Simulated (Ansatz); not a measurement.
We consider anatase TiO2 (metastable phase), described by LDA (Ansatz, a program for electronic structure, plane waves, PAW).

Settings: plane-wave cutoff 520 eV, 12×12×12 k mesh, Fermi–Dirac smearing 0.01 eV, no spin polarisation, scalar-relativistic PAW data made under PBE.

The cell is scaled about its equilibrium volume:

Shape and atoms are relaxed at each volume.

```csv
V (Å³/atom),P (GPa),direct gap at Γ (eV),smallest gap on the k mesh (eV),c (Å)
10.578,8.07,2.638,2.004,9.159
10.798,3.93,2.621,2.052,9.312
11.018,0.00,2.597,2.088,9.455
11.239,-3.71,2.567,2.114,9.587
11.459,-7.18,2.533,2.130,9.709
```

The fundamental gap (2.08 eV at the equilibrium volume, with added k points) lies elsewhere than Γ–Γ.

Note: the bulk modulus comes from volumes at which shape and atoms were relaxed.
